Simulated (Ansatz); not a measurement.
Ansatz (a quantum-chemistry and plane-wave program) input (B3LYP/6-31G*):

Ansatz 0.2 input:
```yaml
crystal:
  periodic: [false, false, false]
  atoms:
    - {symbol: O, position_ang: [0.24935755, 1.29913854, 0.30468621]}
    - {symbol: C, position_ang: [0.00523647, 0.12318003, 0.02892417]}
    - {symbol: N, position_ang: [1.00784636, -0.76928712, -0.30751243]}
    - {symbol: C, position_ang: [-1.35474145, -0.39723983, -0.00611901]}
    - {symbol: H, position_ang: [0.84515604, -1.76494671, -0.25935156]}
    - {symbol: H, position_ang: [-1.58851029, -1.42077594, -0.28368820]}
    - {symbol: H, position_ang: [-2.16131327, 0.28032796, 0.24335605]}
    - {symbol: H, position_ang: [1.95191251, -0.45834514, -0.12204984]}
basis:
  gaussian:
    orbitals: 6-31G*
hamiltonian:
  xc: {name: B3LYP}
magnetization: {spin_polarized: true, initial_magnetization: 1}
phonons: {temperatures: {t_min: 298.15, t_max: 298.15, t_step: 100}}
```

Output:

```
WARN ansatz: RAYON_NUM_THREADS=1 ignored (pool sized by the plan → 1); use --threads N
Functional definition: B3LYP
integrals: 0.02 GiB planned
762 factors; integrals over basis functions are off by at most 4.1e-4 eV
mean field: 0.28 GiB planned
mean field evaluation 1: about -5668.3025 eV, gradient 4.1e1 eV
mean field evaluation 2: about -5655.2695 eV, gradient 7.0e1 eV
mean field evaluation 4: about -5674.7563 eV, gradient 4.0e0 eV
mean field evaluation 8: about -5674.8446 eV, gradient 4.7e-1 eV
mean field evaluation 16: about -5674.8470 eV, gradient 9.1e-4 eV
mean field -5674.84703550 eV, -208.5467820050 hartree, gradient 4.9e-5 eV, S^2 0.757523; 0 other end points of the search recorded, 0 dependent functions left out
the calculation of the forces begins
reference -5674.84719732 eV, -208.5467879520 hartree; 16, 15 occupied and 52, 53 virtual orbitals, 762 factors
these checks for a lower state are left out or cut short: stability, starts, cluster_reference, orbital_swaps, neighbouring_geometries, increment
integrals: 0.02 GiB planned
762 factors; integrals over basis functions are off by at most 4.1e-4 eV
mean field: 0.28 GiB planned
mean field -5674.84699867 eV, -208.5467806517 hartree, gradient 2.8e-6 eV, S^2 0.757539; 0 other end points of the search recorded, 0 dependent functions left out
the calculation of the forces begins
reference -5674.84716048 eV, -208.5467865981 hartree; 16, 15 occupied and 52, 53 virtual orbitals, 762 factors
these checks for a lower state are left out or cut short: stability, starts, cluster_reference, orbital_swaps, neighbouring_geometries, increment
integrals: 0.02 GiB planned
762 factors; integrals over basis functions are off by at most 4.1e-4 eV
mean field: 0.28 GiB planned
mean field evaluation 32: about -5674.8470 eV, gradient 1.4e-6 eV
mean field -5674.84699900 eV, -208.5467806638 hartree, gradient 1.4e-6 eV, S^2 0.757509; 0 other end points of the search recorded, 0 dependent functions left out
the calculation of the forces begins
reference -5674.84716084 eV, -208.5467866115 hartree; 16, 15 occupied and 52, 53 virtual orbitals, 762 factors
these checks for a lower state are left out or cut short: stability, starts, cluster_reference, orbital_swaps, neighbouring_geometries, increment
integrals: 0.02 GiB planned
762 factors; integrals over basis functions are off by at most 4.1e-4 eV
mean field: 0.28 GiB planned
mean field -5674.84682621 eV, -208.5467743138 hartree, gradient 1.7e-6 eV, S^2 0.757631; 0 other end points of the search recorded, 0 dependent functions left out
the calculation of the forces begins
reference -5674.84698807 eV, -208.5467802623 hartree; 16, 15 occupied and 52, 53 virtual orbitals, 762 factors
these checks for a lower state are left out or cut short: stability, starts, cluster_reference, orbital_swaps, neighbouring_geometries, increment
integrals: 0.02 GiB planned
762 factors; integrals over basis functions are off by at most 4.1e-4 eV
mean field: 0.28 GiB planned
mean field -5674.84682403 eV, -208.5467742339 hartree, gradient 1.6e-6 eV, S^2 0.757419; 0 other end points of the search recorded, 0 dependent functions left out
the calculation of the forces begins
reference -5674.84698582 eV, -208.5467801795 hartree; 16, 15 occupied and 52, 53 virtual orbitals, 762 factors
these checks for a lower state are left out or cut short: stability, starts, cluster_reference, orbital_swaps, neighbouring_geometries, increment
integrals: 0.02 GiB planned
762 factors; integrals over basis functions are off by at most 4.1e-4 eV
mean field: 0.28 GiB planned
mean field -5674.84701442 eV, -208.5467812305 hartree, gradient 1.6e-6 eV, S^2 0.757549; 0 other end points of the search recorded, 0 dependent functions left out
the calculation of the forces begins
reference -5674.84717625 eV, -208.5467871777 hartree; 16, 15 occupied and 52, 53 virtual orbitals, 762 factors
these checks for a lower state are left out or cut short: stability, starts, cluster_reference, orbital_swaps, neighbouring_geometries, increment
integrals: 0.02 GiB planned
762 factors; integrals over basis functions are off by at most 4.1e-4 eV
mean field: 0.28 GiB planned
mean field -5674.84701530 eV, -208.5467812627 hartree, gradient 8.5e-7 eV, S^2 0.757499; 0 other end points of the search recorded, 0 dependent functions left out
the calculation of the forces begins
reference -5674.84717712 eV, -208.5467872095 hartree; 16, 15 occupied and 52, 53 virtual orbitals, 762 factors
these checks for a lower state are left out or cut short: stability, starts, cluster_reference, orbital_swaps, neighbouring_geometries, increment
integrals: 0.02 GiB planned
762 factors; integrals over basis functions are off by at most 4.1e-4 eV
mean field: 0.28 GiB planned
[...]
mean field -5674.84702627 eV, -208.5467816661 hartree, gradient 2.3e-6 eV, S^2 0.757525; 0 other end points of the search recorded, 0 dependent functions left out
the calculation of the forces begins
reference -5674.84718812 eV, -208.5467876138 hartree; 16, 15 occupied and 52, 53 virtual orbitals, 762 factors
these checks for a lower state are left out or cut short: stability, starts, cluster_reference, orbital_swaps, neighbouring_geometries, increment
integrals: 0.02 GiB planned
762 factors; integrals over basis functions are off by at most 4.1e-4 eV
mean field: 0.28 GiB planned
mean field -5674.84696520 eV, -208.5467794215 hartree, gradient 1.6e-6 eV, S^2 0.757516; 0 other end points of the search recorded, 0 dependent functions left out
the calculation of the forces begins
reference -5674.84712699 eV, -208.5467853673 hartree; 16, 15 occupied and 52, 53 virtual orbitals, 762 factors
these checks for a lower state are left out or cut short: stability, starts, cluster_reference, orbital_swaps, neighbouring_geometries, increment
integrals: 0.02 GiB planned
762 factors; integrals over basis functions are off by at most 4.1e-4 eV
mean field: 0.28 GiB planned
mean field -5674.84696560 eV, -208.5467794363 hartree, gradient 2.9e-6 eV, S^2 0.757531; 0 other end points of the search recorded, 0 dependent functions left out
the calculation of the forces begins
reference -5674.84712746 eV, -208.5467853846 hartree; 16, 15 occupied and 52, 53 virtual orbitals, 762 factors
these checks for a lower state are left out or cut short: stability, starts, cluster_reference, orbital_swaps, neighbouring_geometries, increment
integrals: 0.02 GiB planned
762 factors; integrals over basis functions are off by at most 4.1e-4 eV
mean field: 0.28 GiB planned
mean field -5674.84698176 eV, -208.5467800302 hartree, gradient 2.2e-6 eV, S^2 0.757528; 0 other end points of the search recorded, 0 dependent functions left out
the calculation of the forces begins
reference -5674.84714360 eV, -208.5467859779 hartree; 16, 15 occupied and 52, 53 virtual orbitals, 762 factors
these checks for a lower state are left out or cut short: stability, starts, cluster_reference, orbital_swaps, neighbouring_geometries, increment
integrals: 0.02 GiB planned
762 factors; integrals over basis functions are off by at most 4.1e-4 eV
mean field: 0.28 GiB planned
mean field evaluation 256: about -5674.8328 eV, gradient 7.7e-2 eV
mean field -5674.84698333 eV, -208.5467800880 hartree, gradient 1.4e-6 eV, S^2 0.757519; 0 other end points of the search recorded, 0 dependent functions left out
the calculation of the forces begins
reference -5674.84714514 eV, -208.5467860343 hartree; 16, 15 occupied and 52, 53 virtual orbitals, 762 factors
these checks for a lower state are left out or cut short: stability, starts, cluster_reference, orbital_swaps, neighbouring_geometries, increment
integrals: 0.02 GiB planned
762 factors; integrals over basis functions are off by at most 4.1e-4 eV
mean field: 0.28 GiB planned
mean field -5674.84702637 eV, -208.5467816696 hartree, gradient 2.3e-6 eV, S^2 0.757525; 0 other end points of the search recorded, 0 dependent functions left out
the calculation of the forces begins
reference -5674.84718820 eV, -208.5467876168 hartree; 16, 15 occupied and 52, 53 virtual orbitals, 762 factors
these checks for a lower state are left out or cut short: stability, starts, cluster_reference, orbital_swaps, neighbouring_geometries, increment
integrals: 0.02 GiB planned
762 factors; integrals over basis functions are off by at most 4.1e-4 eV
mean field: 0.28 GiB planned
mean field -5674.84702692 eV, -208.5467816899 hartree, gradient 2.6e-6 eV, S^2 0.757522; 0 other end points of the search recorded, 0 dependent functions left out
the calculation of the forces begins
reference -5674.84718874 eV, -208.5467876368 hartree; 16, 15 occupied and 52, 53 virtual orbitals, 762 factors
these checks for a lower state are left out or cut short: stability, starts, cluster_reference, orbital_swaps, neighbouring_geometries, increment
integrals: 0.02 GiB planned
762 factors; integrals over basis functions are off by at most 4.1e-4 eV
mean field: 0.28 GiB planned
mean field -5674.84690823 eV, -208.5467773281 hartree, gradient 2.5e-6 eV, S^2 0.757522; 0 other end points of the search recorded, 0 dependent functions left out
the calculation of the forces begins
reference -5674.84707004 eV, -208.5467832744 hartree; 16, 15 occupied and 52, 53 virtual orbitals, 762 factors
these checks for a lower state are left out or cut short: stability, starts, cluster_reference, orbital_swaps, neighbouring_geometries, increment
integrals: 0.02 GiB planned
762 factors; integrals over basis functions are off by at most 4.1e-4 eV
mean field: 0.28 GiB planned
mean field -5674.84690680 eV, -208.5467772757 hartree, gradient 2.7e-6 eV, S^2 0.757525; 0 other end points of the search recorded, 0 dependent functions left out
the calculation of the forces begins
reference -5674.84706865 eV, -208.5467832235 hartree; 16, 15 occupied and 52, 53 virtual orbitals, 762 factors
these checks for a lower state are left out or cut short: stability, starts, cluster_reference, orbital_swaps, neighbouring_geometries, increment
integrals: 0.02 GiB planned
762 factors; integrals over basis functions are off by at most 4.1e-4 eV
mean field: 0.28 GiB planned
mean field evaluation 288: about -5674.8470 eV, gradient 1.1e-5 eV
mean field -5674.84700560 eV, -208.5467809062 hartree, gradient 2.8e-6 eV, S^2 0.757519; 0 other end points of the search recorded, 0 dependent functions left out
the calculation of the forces begins
reference -5674.84716742 eV, -208.5467868531 hartree; 16, 15 occupied and 52, 53 virtual orbitals, 762 factors
these checks for a lower state are left out or cut short: stability, starts, cluster_reference, orbital_swaps, neighbouring_geometries, increment
integrals: 0.02 GiB planned
762 factors; integrals over basis functions are off by at most 4.1e-4 eV
mean field: 0.28 GiB planned
mean field -5674.84700520 eV, -208.5467808917 hartree, gradient 3.0e-6 eV, S^2 0.757528; 0 other end points of the search recorded, 0 dependent functions left out
the calculation of the forces begins
reference -5674.84716703 eV, -208.5467868389 hartree; 16, 15 occupied and 52, 53 virtual orbitals, 762 factors
these checks for a lower state are left out or cut short: stability, starts, cluster_reference, orbital_swaps, neighbouring_geometries, increment
integrals: 0.02 GiB planned
762 factors; integrals over basis functions are off by at most 4.1e-4 eV
mean field: 0.28 GiB planned
mean field -5674.84702772 eV, -208.5467817191 hartree, gradient 1.7e-6 eV, S^2 0.757525; 0 other end points of the search recorded, 0 dependent functions left out
the calculation of the forces begins
reference -5674.84718955 eV, -208.5467876663 hartree; 16, 15 occupied and 52, 53 virtual orbitals, 762 factors
these checks for a lower state are left out or cut short: stability, starts, cluster_reference, orbital_swaps, neighbouring_geometries, increment
integrals: 0.02 GiB planned
762 factors; integrals over basis functions are off by at most 4.1e-4 eV
mean field: 0.28 GiB planned
mean field -5674.84702772 eV, -208.5467817192 hartree, gradient 1.9e-6 eV, S^2 0.757522; 0 other end points of the search recorded, 0 dependent functions left out
the calculation of the forces begins
reference -5674.84718955 eV, -208.5467876662 hartree; 16, 15 occupied and 52, 53 virtual orbitals, 762 factors
Total energy: -5674.84719732 eV, -208.5467879520 hartree
Atom 0 at     0.249358     1.299139     0.304686 Å, force    -0.000053    -0.000014    -0.000146 eV/Å
Atom 1 at     0.005236     0.123180     0.028924 Å, force     0.000129    -0.000029     0.000284 eV/Å
Atom 2 at     1.007846    -0.769287    -0.307512 Å, force     0.000059     0.000070    -0.000096 eV/Å
Atom 3 at    -1.354741    -0.397240    -0.006119 Å, force     0.000004     0.000373     0.000058 eV/Å
Atom 4 at     0.845156    -1.764947    -0.259352 Å, force    -0.000018    -0.000249    -0.000028 eV/Å
Atom 5 at    -1.588510    -1.420776    -0.283688 Å, force    -0.000151     0.000094    -0.000002 eV/Å
Atom 6 at    -2.161313     0.280328     0.243356 Å, force    -0.000013    -0.000341    -0.000092 eV/Å
Atom 7 at     1.951913    -0.458345    -0.122050 Å, force     0.000043     0.000096     0.000022 eV/Å
Dipole moment:    -0.016397    -0.762158    -0.031692 e Å
Vibrations: 277.77 349.14 419.67 498.14 548.71 599.96 736.17 920.05 961.64 1130.64 1359.39 1489.44 1640.07 1707.75 3178.03 3298.74 3579.06 3699.80 cm⁻¹, zero-point energy 1.636230 eV
```

The blocks after the first are displaced geometries, from whose forces the wavenumbers follow.
